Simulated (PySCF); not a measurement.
Species: disulfur monoxide, S2O.
SMILES: `O=S=S`

Computed with PySCF at CAM-B3LYP/def2-SVPD, non-relativistic, on one gas-phase PBE0-D3(BJ)/def2-SVP geometry that isn't relaxed in the solvent. The solvent is an IEF-PCM continuum (Bondi radii, 1.10 Å for H, scaled by 1.2), and excitations are vertical TDDFT with non-equilibrium linear response and a frozen core. Only the electrostatic response of the medium enters.

Gas-phase singlets (H = HOMO, L = LUMO):

```json
{"state": "S1", "E (eV)": "2.269", "λ (nm)": "547", "f": "0.000", "leading configurations": "H→L 100%"}
{"state": "S2", "E (eV)": "2.870", "λ (nm)": "432", "f": "0.000", "leading configurations": "H-2→L 99%"}
{"state": "S3", "E (eV)": "4.272", "λ (nm)": "290", "f": "0.080", "leading configurations": "H-1→L 89%"}
{"state": "S4", "E (eV)": "6.351", "λ (nm)": "195", "f": "0.002", "leading configurations": "H→L+1 88%"}
{"state": "S5", "E (eV)": "6.865", "λ (nm)": "181", "f": "0.000", "leading configurations": "H-1→L+1 76%"}
```

How does the list change in chloroform (ε = 4.711)?

```csv
state,E (eV),λ (nm),f,leading configurations,change by rank (eV)
S1,2.304,538,0.000,H→L 100%,+0.035
S2,2.942,421,0.000,H-2→L 100%,+0.072
S3,4.218,294,0.116,H-1→L 91%,-0.054
S4,6.391,194,0.002,H→L+1 88%,+0.040
S5,6.906,180,0.000,H-1→L+1 79%,+0.041
```

Give the list for dichloromethane (ε = 8.93), n² = 2.03.

| state | E (eV) | λ (nm) | f | leading configurations | change by rank (eV) |
| --- | --- | --- | --- | --- | --- |
| S1 | 2.316 | 535 | 0.000 | H→L 100% | +0.047 |
| S2 | 2.959 | 419 | 0.000 | H-2→L 100% | +0.089 |
| S3 | 4.228 | 293 | 0.115 | H-1→L 91% | -0.044 |
| S4 | 6.403 | 194 | 0.002 | H→L+1 88% | +0.052 |
| S5 | 6.913 | 179 | 0.000 | H-1→L+1 80% | +0.048 |

The ground-state energy changes by -0.115 eV from gas to dichloromethane. By how much does the total energy of gas-phase S1 change?

E(S1) = E(S0) + excitation energy, so it changes by -0.115 + 0.047 = -0.068 eV: it is lowered less than the ground state, which is what a blue shift means. This is the vertical state, with the slow part of the continuum still set for S0.

How do the frontier levels move from gas to dichloromethane?

```
orbital  gas (eV)  solvent (eV)  change (eV)
 LUMO+2      0.84          0.95        +0.11
 LUMO+1      0.51          0.71        +0.20
   LUMO     -3.22         -3.03        +0.19
   HOMO     -9.61         -9.49        +0.12
 HOMO-1    -10.31        -10.18        +0.13
 HOMO-2    -10.42        -10.32        +0.10
 HOMO-3    -14.51        -14.38        +0.13
```

The HOMO–LUMO gap goes from 6.39 to 6.46 eV.
